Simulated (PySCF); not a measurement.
# Computed data sheet: (SiH3)2PH, `[SiH3]P[SiH3]`

Species: (SiH3)2PH, H₇PSi₂.
Z-matrix (Å and degrees, GFN2-xTB geometry), rows numbered from 1:
```
Si
P   1  2.2288
Si  2  2.2289  1  102.90
H   1  1.4613  2  106.69  3   -77.68
H   1  1.4618  2  106.76  3   163.28
H   1  1.4662  2  113.40  3    42.86
H   2  1.3789  1   95.72  3   -97.10
H   3  1.4612  2  106.67  1    77.80
H   3  1.4661  2  113.40  1   -42.72
H   3  1.4617  2  106.66  1  -163.17
```

From GFN2-xTB geometry:

- Point group of the GFN2-xTB geometry: Cs
- Rotational constants A, B, C of the GFN2-xTB geometry: 9.238, 2.443, 2.051 GHz

**B3LYP/def2-SVPD ground state and vertical TDDFT (core frozen in the response) (PySCF)**

- Dipole moment: 0.67 D
- HOMO energy: -7.02 eV
- LUMO energy: -0.18 eV
- HOMO–LUMO gap: 6.84 eV
- Lowest singlet excitation: 5.85 eV (212 nm, f = 0.005)
- Strongest line among the 8 lowest singlet transitions: S3 at 6.29 eV (197 nm, f = 0.089)
- Lowest triplet excitation (Tamm–Dancoff): 5.37 eV
- Static isotropic polarisability: 85.5 au
- Electronic spatial extent ⟨r²⟩ about the centre of nuclear charge: 632 bohr²

Monoisotopic mass from the formula: 93.9824 u.

S1 lies 0.99 eV below the HOMO–LUMO gap; its leading configuration is HOMO→LUMO+1, weight 0.88. The largest Löwdin shares of the HOMO are 0.63 on P2, 0.11 on Si1, 0.11 on Si3 and 0.06 on H7. The rotational constants make it an asymmetric top with κ = (2B − A − C)/(A − C) = -0.89, nearer the prolate limit (−1). With B = h/(8π²I), that is 505.379 GHz u Å² over I, the principal moments of inertia are 54.7, 206.8 and 246.4 u Å² (most abundant isotopes); the inertial defect Ic − Ia − Ib is -15.1 u Å² (zero for a rigid planar frame, negative otherwise).

Isolated species at its GFN2-xTB geometry, gas phase.

For the TDDFT job (B3LYP/def2-SVPD), the run took 7.0 s of wall time on one thread of an x86-64 server (shared host).
